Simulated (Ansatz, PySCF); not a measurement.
hydrogen chloride (ClH), SMILES Cl. Atoms are numbered in the order given.

```xyz
2

Cl     0.0000     0.0000    -0.0737
H      0.0000     0.0000     1.2089
```
Charge 0, spin multiplicity 1.

Coordinates come from a B3LYP-D3(BJ)/def2-TZVPD optimisation.

Two levels are set side by side: PBE-D3(BJ)/def2-TZVPD (Ansatz, a first-principles code) and B3LYP-D3(BJ)/def2-TZVPD (Ansatz). Each level has its own optimised geometry; the coordinates shown are those of the second. Frequencies come from the Hessian of PySCF at each geometry. Differences are taken from unrounded values.

| quantity | B3LYP-D3(BJ) |
|---|---|
| bond Cl1–H2 (Å) | 1.283 |
| highest harmonic wavenumber (cm⁻¹) | 2941 |
| mean harmonic wavenumber (cm⁻¹) | 2941 |
| zero-point energy (kcal/mol) | 4.20 |

**Question.** What does PBE-D3(BJ) give, and how far is it from B3LYP-D3(BJ)? (An estimate is asked for; the answer gives what the named calculation found.)

**Answer.** 
| quantity | PBE-D3(BJ) | PBE-D3(BJ) minus B3LYP-D3(BJ) |
|---|---|---|
| bond Cl1–H2 (Å) | 1.290 | 0.007 |
| highest harmonic wavenumber (cm⁻¹) | 2894 | -46 |
| mean harmonic wavenumber (cm⁻¹) | 2894 | -46 |
| zero-point energy (kcal/mol) | 4.14 | -0.07 |

On these quantities the two levels nearly agree.
